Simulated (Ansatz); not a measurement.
A calculation with Ansatz (development build ahead of 0.2.0).

```yaml
crystal:
  periodic: [false, false, false]
  atoms:
    - { symbol: S, position_ang: [-0.04404, -0.00227, -0.73987] }
    - { symbol: O, position_ang: [0.01614, 0.00664, 0.76316] }
basis:
  gaussian: { orbitals: def2-SVP }
total_charge: 1
magnetization:
  spin_polarized: true
  initial_magnetization: 1
hamiltonian:
  xc: hf
correlation:
  method: mp2
  frozen_orbitals: { O: 1, S: 5 }
```

The input is written out in the form of the current development build from the run's settings.

Output:

```json
{
 "Converged": "yes",
 "Reference energy": "-471.78122 hartree",
 "Correlation energy": "-0.24956 hartree",
 "Total energy": "-472.03078 hartree",
 "Spin squared of the determinant": "1.392",
 "Stability test": "minimum",
 "Occupied orbitals by symmetry in an Abelian subgroup (alpha; beta)": "7 A1 3 B1 2 B2; 7 A1 2 B1 2 B2"
}
```

Messages of the program:
```
mean field -12837.82107849 eV, -471.7812228468 hartree, gradient 2.5e-6 eV, S^2 1.392087; 9 other ends of a descent, 0 dependent functions left out
```

Caution: the unrestricted determinant is spin contaminated; MP2 on this radical cation hangs on the determinant chosen; a plain start can end on a higher determinant.
